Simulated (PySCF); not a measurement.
Gas-phase reaction: SiH₂ + 3 CH₃ ⇌ (CH₃)₃Si + 2 H

Energies from PySCF (xtb for GFN2), thermal terms from the rigid-rotor harmonic-oscillator model, ideal gas at 1 bar. † marks an energy on the PBE0/def2-TZVP geometry and frequencies; other levels use their own. MP2 freezes the core. 6-31G* has spherical d functions here. Open shells (unrestricted): CH₃ (multiplicity 2), (CH₃)₃Si (multiplicity 2), H (multiplicity 2); the rest are closed-shell singlets. GFN2 has no spin-polarisation term. (CH₃)₃Si: computed as isolated molecules; such fragments, hydroxides, amides, oligomers or adducts are transient or little studied in the gas. MP2 isn't extrapolated to the basis-set limit; its ΔH°(298 K) is -291.9 kJ in def2-SVP and -301.4 kJ in def2-TZVPP. The harmonic model lacks anharmonicity and excited electronic states, which grow with temperature; levels with a mode under 35 cm⁻¹ are left out. Internal rotation in (CH₃)₃Si is treated as a harmonic vibration of one conformer, which makes the entropy rough.

```json
[
 {"level": "BLYP/def2-TZVP†", "ΔE electronic, kJ": "-196", "ΔH°(298 K), kJ": "-181", "ΔS°(298 K), J/K": "-225", "ΔG°(800 K), kJ": "-6"},
 {"level": "GFN2-xTB", "ΔE electronic, kJ": "-229", "ΔH°(298 K), kJ": "-209", "ΔS°(298 K), J/K": "-216", "ΔG°(800 K), kJ": "-39"},
 {"level": "HF/6-31G*", "ΔE electronic, kJ": "-165", "ΔH°(298 K), kJ": "-144", "ΔS°(298 K), J/K": "-238", "ΔG°(800 K), kJ": "44"},
 {"level": "HF/def2-TZVP†", "ΔE electronic, kJ": "-156", "ΔH°(298 K), kJ": "-141", "ΔS°(298 K), J/K": "-225", "ΔG°(800 K), kJ": "33"},
 {"level": "MP2/def2-SVP†", "ΔE electronic, kJ": "-307", "ΔH°(298 K), kJ": "-292", "ΔS°(298 K), J/K": "-225", "ΔG°(800 K), kJ": "-117"},
 {"level": "MP2/def2-TZVPP†", "ΔE electronic, kJ": "-316", "ΔH°(298 K), kJ": "-301", "ΔS°(298 K), J/K": "-225", "ΔG°(800 K), kJ": "-127"},
 {"level": "PBE/def2-TZVP†", "ΔE electronic, kJ": "-288", "ΔH°(298 K), kJ": "-273", "ΔS°(298 K), J/K": "-225", "ΔG°(800 K), kJ": "-99"},
 {"level": "PBE0/def2-QZVP†", "ΔE electronic, kJ": "-282", "ΔH°(298 K), kJ": "-267", "ΔS°(298 K), J/K": "-225", "ΔG°(800 K), kJ": "-92"},
 {"level": "PBE0/def2-TZVP", "ΔE electronic, kJ": "-282", "ΔH°(298 K), kJ": "-267", "ΔS°(298 K), J/K": "-225", "ΔG°(800 K), kJ": "-92"},
 {"level": "r2SCAN/def2-TZVP†", "ΔE electronic, kJ": "-255", "ΔH°(298 K), kJ": "-240", "ΔS°(298 K), J/K": "-225", "ΔG°(800 K), kJ": "-66"},
 {"level": "LDA/def2-TZVP†", "ΔE electronic, kJ": "-388", "ΔH°(298 K), kJ": "-373", "ΔS°(298 K), J/K": "-225", "ΔG°(800 K), kJ": "-198"}
]
```
ΔH° is lowest at LDA/def2-TZVP† and highest at HF/def2-TZVP†. No reference value is set beside these.
